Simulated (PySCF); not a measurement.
Species: C₂H₆B (charge -1).
SMILES: `C(=C)[BH3-]`

All values: PBE0/pcSseg-1 (PySCF, non-relativistic), on one gas-phase PBE0-D3(BJ)/def2-SVP geometry that isn't relaxed in the solvent. The solvent is an IEF-PCM continuum (van der Waals radii × 1.2). Only the electrostatic response of the medium enters.

```tsv
run	E − E(gas) (kJ/mol)	HOMO (eV)	HOMO–LUMO gap (eV)
gas	0.00	-1.43	7.18
P	-136.94	-4.17	7.29
Q	-194.72	-5.29	7.34
```

**Question.** The runs were made in benzene and chloroform. Which run belongs to which solvent?

**Answer.** P = benzene, Q = chloroform. The dielectric constants are 2.271 (benzene), 4.711 (chloroform), and the energy falls further as ε rises. In this model the ground state sees the solvent through ε alone.

**Question.** How constant is the ratio of the lowering to 1 − 1/ε?

**Answer.** 
```json
{"solvent": "benzene", "1 − 1/ε": "0.560", "E − E(gas) (kJ/mol)": "-136.94", "ratio (kJ/mol)": "-244.7", "polarisation term (kJ/mol)": "-138.18"}
{"solvent": "chloroform", "1 − 1/ε": "0.788", "E − E(gas) (kJ/mol)": "-194.72", "ratio (kJ/mol)": "-247.2", "polarisation term (kJ/mol)": "-197.70"}
```

The ratio changes by +1.0 % in size from benzene to chloroform. The polarisation term is half the interaction of the solute with the induced surface charges.
